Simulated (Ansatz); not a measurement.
`CC1C=CC=C1`, relaxed with RKS PBE-D4/def2-SVP in the Gaussian-basis code of Ansatz from a rough embedded geometry. The force threshold is 0.03 eV/Å; the program also tests the step.

The species carries charge 0 and has multiplicity 1.

Start:

```xyz
14

C     0.343   -0.865   -1.508
C    -0.510   -0.134   -0.516
C     0.058    1.197   -0.226
C     0.300    1.412    1.132
C    -0.078    0.129    1.760
C    -0.532   -0.750    0.879
H     0.398   -0.404   -2.448
H    -0.066   -1.901   -1.605
H     1.426   -1.030   -1.113
H    -1.506   -0.027   -0.905
H     0.262    1.991   -0.969
H     0.736    2.234    1.603
H     0.038   -0.091    2.834
H    -0.870   -1.761    1.083
```

Task: By how much does the energy fall, and how many steps does the optimiser take? (An estimate is asked.)

Result: Ansatz gave: 10.08 kcal/mol, in 5 steps.

Task: Which bonds change most? (Estimate.)

Result: Computed: C1–H7 from 1.047 to 1.109 Å; C4–H12 from 1.043 to 1.100 Å; C1–H9 from 1.165 to 1.109 Å; C2–H10 from 1.075 to 1.119 Å.

Task: Give the relaxed structure. (Best estimate.)

Result: Ansatz gave: 
```xyz
14

C     0.357   -0.930   -1.522
C    -0.454   -0.128   -0.488
C     0.088    1.252   -0.204
C     0.301    1.386    1.134
C    -0.073    0.137    1.810
C    -0.514   -0.757    0.882
H     0.378   -0.411   -2.502
H    -0.083   -1.935   -1.680
H     1.403   -1.061   -1.178
H    -1.499   -0.024   -0.874
H     0.273    2.007   -0.980
H     0.689    2.280    1.643
H    -0.005   -0.032    2.894
H    -0.862   -1.783    1.066
```
